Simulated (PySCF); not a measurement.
# C5H5: the cost of one run

Programs: PySCF 2.14.0, with routines of our own; each step states its level. All values are computed. Atoms count from 0.

## Step 1: The system as given

10 atoms, charge -1, multiplicity 1; geometry from: GFN2-xTB.

## Step 2: Optimising the geometry at PBE0-D3(BJ)/def2-TZVP

What the job is given:

```
{"job": {"xc": "PBE0", "basis": "def2-TZVP", "d3": "d3bj", "grid": 2, "kind": "geom"}, "charge": -1, "multiplicity": 1}
C      0.410507    -1.107854     0.094074
C     -0.925601    -0.737687    -0.047653
C     -0.981329     0.652433    -0.126645
C      0.320212     1.141684    -0.033934
C      1.180545     0.053771     0.102615
H      0.786172    -2.124339     0.182754
H     -1.775071    -1.414717    -0.089932
H     -1.882055     1.250254    -0.240217
H      0.613079     2.188254    -0.063924
H      2.262422     0.102855     0.200335
```

Launch:

```bash
> OMP_NUM_THREADS=1 python excited_run.py task.json out
```

One launch serves the whole session: the jobs run in the order shown.

Q: Estimate the wall time and peak memory of this first job on 1 thread of Arm Neoverse V1, shared host.

About 26 s, with a peak of 0.78 GiB.
